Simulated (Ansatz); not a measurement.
C3H6N2, SMILES `C=NC(=C)N`, relaxed with RKS PBE0-D4/def2-TZVP in Ansatz from a PBE-D4/def2-SVP geometry. The force threshold is 0.005 eV/Å; the program also tests the step.

The species carries charge 0 and has multiplicity 1.

Start:

```xyz
11

C    -0.975   -1.602    0.196
N     0.207   -1.118    0.247
C     0.409    0.259    0.026
C    -0.370    1.225    0.595
N     1.559    0.499   -0.718
H    -1.128   -2.674    0.431
H    -1.875   -0.996   -0.067
H    -1.183    0.950    1.277
H    -0.129    2.292    0.478
H     1.643    1.427   -1.131
H     1.842   -0.263   -1.336
```

By how much does the energy fall, and how many steps does the optimiser take? (Best estimate.)

Ansatz gave: 1.57 kcal/mol, in 10 steps, 2 of them rejected.

Which bonds change most? (Best estimate.)

Computed: C3–C4 from 1.366 to 1.342 Å; C1–H7 from 1.116 to 1.096 Å; C1–H6 from 1.108 to 1.089 Å; C1–N2 from 1.279 to 1.261 Å.

Give the relaxed structure. (An estimate is asked.)

Ansatz gave: 
```xyz
11

C    -0.956   -1.581    0.186
N     0.210   -1.109    0.290
C     0.405    0.259    0.049
C    -0.359    1.212    0.603
N     1.534    0.488   -0.711
H    -1.120   -2.632    0.419
H    -1.816   -0.978   -0.126
H    -1.152    0.947    1.287
H    -0.140    2.262    0.457
H     1.602    1.400   -1.128
H     1.792   -0.266   -1.326
```
